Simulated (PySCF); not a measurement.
Nitrogen: a sound run and one with changed settings

Sound run: N [He] 2s2 2p3, N+ [He] 2s2 2p2. All numbers are calculated (PySCF 2.14, scalar relativity by spin-free X2C-1e, in aug-cc-pVDZ-DK). The sound run starts from symmetry-adapted Hartree-Fock orbitals and uses a fine grid where one is needed.

A second run was set up differently.

| species | method | sound run (hartree) | changed run (hartree) | converged |
| --- | --- | --- | --- | --- |
| N | UHF | -54.42233 | -54.42233 | yes |
| N | TPSS | -54.63312 | -54.97682 | yes |
| N | r2SCAN | -54.60074 | -54.97928 | yes |
| N+ | UHF | -53.91069 | -53.91069 | yes |
| N+ | TPSS | -54.09390 | -54.50251 | yes |
| N+ | r2SCAN | -54.05529 | -54.48190 | yes |

Ionisation energy of N:

| method | sound run (eV) | changed run (eV) |
| --- | --- | --- |
| UHF | 13.922 | 13.922 |
| TPSS | 14.673 | 12.907 |
| r2SCAN | 14.843 | 13.534 |

**Question.** What was changed?
A. too few SCF iterations
B. basis contracted for another Hamiltonian
C. all electrons correlated in a valence basis
D. radial grid too coarse

**Answer.** D. It used radial step 1.2 in ln r (0.13 in the sound run). A coarse radial grid mis-integrates the density and the exchange-correlation energy, with errors of either sign; Hartree-Fock needs no grid.
